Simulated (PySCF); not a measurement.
## Magnetisability: `O=C=O`, CO2

Geometry:
```tsv
atom	x (Å)	y (Å)	z (Å)
O1	-1.123	0.360	-0.014
C2	-0.005	0.055	-0.012
O3	1.114	-0.250	-0.010
```

Method: PySCF 2.14.0, GIAO B3LYP/cc-pCVDZ magnetisability, rotational g tensor and spin-rotation constants, non-relativistic, gas phase. Geometry: PBE0-D3(BJ)/def2-SVP.

Q: How diamagnetic is it, and how anisotropic?

A: Isotropic -368 × 10⁻³⁰ J/T², or -22.1 × 10⁻⁶ cm³/mol; principal values -423, -340, -340 × 10⁻³⁰ J/T², anisotropy 83 × 10⁻³⁰ J/T² (root of half the summed squared differences of the principal values). The susceptibility is in cgs units.

Q: Split it along the inertial axes a, b, c into diamagnetic and paramagnetic parts about the centre of mass, with the quadrupole moment.

A: 
```
axis  χ (10⁻⁶ cm³/mol)  diamagnetic (10⁻⁶ cm³/mol)  paramagnetic (10⁻⁶ cm³/mol)  summed x² of all electrons (Å²)  quadrupole Θ (D Å)
   a             -25.5                       -25.5                          0.0                             25.4               -4.25
   b             -20.5                      -120.5                        100.0                              3.0               +2.12
   c             -20.5                      -120.5                        100.0                              3.0               +2.12
```
Anisotropies 2χaa − χbb − χcc = -10.0 and 2χbb − χaa − χcc = +5.0 × 10⁻⁶ cm³/mol. Θ is traceless in Buckingham's convention.

Q: And the rotational g tensor?

A: 
```tsv
axis	rotational constant (GHz)	g	nuclear part	electronic part
b	11.7546	-0.0483	0.5038	-0.5521
c	11.7546	-0.0483	0.5038	-0.5521
```
Linear; isotopes 12C, 16O; no vibrational averaging.
